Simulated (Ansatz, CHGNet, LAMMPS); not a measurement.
**Ladder of methods for the elastic constant C11 of rock-salt MgO**

Reference value: 306 GPa (measured, temperature not stated, not corrected to a static lattice, our sources range from 298 to 306; as tabulated in Råsander and Moram (2015), arXiv:1505.02379).

Task: What do ionic model catlow1992, CHGNet 0.3.0, LDA, PBE, revPBE, PBE-D3(BJ), r²SCAN, r²SCAN+rVV10, HSE06, LC-ωPBE, r²SCANh, Hartree–Fock give, and how far is each from the reference?

Result: 
```tsv
level (code)	value (GPa)	cell (Å³/atom)	difference (%)
ionic model catlow1992 (shell model, LAMMPS)	311	9.54	+1.6
CHGNet 0.3.0	213	9.64	-30
LDA (Ansatz)	325	9.00	+6.2
PBE (Ansatz)	267	9.62	-12.7
revPBE (Ansatz)	248	9.86	-19.0
PBE-D3(BJ) (Ansatz)	302	9.31	-1.3
r²SCAN (Ansatz)	310	9.29	+1.3
r²SCAN+rVV10 (Ansatz)	320	9.23	+4.6
HSE06 (Ansatz)	306	9.27	0.0
LC-ωPBE (Ansatz)	318	9.28	+3.9
r²SCANh (Ansatz)	319	9.21	+4.2
Hartree–Fock (Ansatz)	326	9.15	+6.5
```

The reference's temperature isn't stated, so close values are not ranked against it. Off by more than 25 %, or 35 % on the side where a correction would as a rule narrow the miss (bounds picked here): CHGNet 0.3.0 (-30 %).

The reference isn't brought to a static lattice, while the calculations are for one, so the differences are not the levels' errors alone. A static lattice is as a rule stiffer than a warm one, by over a tenth in soft solids.  PBE-D3(BJ): the dispersion coefficients are held fixed in the derivatives. Each level is taken at its own relaxed cell. Cutoffs differ between the levels. Ansatz's density-functional and Hartree–Fock values are scalar-relativistic unless marked +SOC, with PAW data made under PBE.

Empirical potentials (ionic model catlow1992) are fitted to chosen data: where that held the value shown, agreement is built in, and what lay outside the fit can be far off. Machine-learned potentials (CHGNet 0.3.0) are trained on DFT data: a solid inside that data is no test of them.

Differences are worked out from the printed values.

Ansatz is a program for electronic structure.
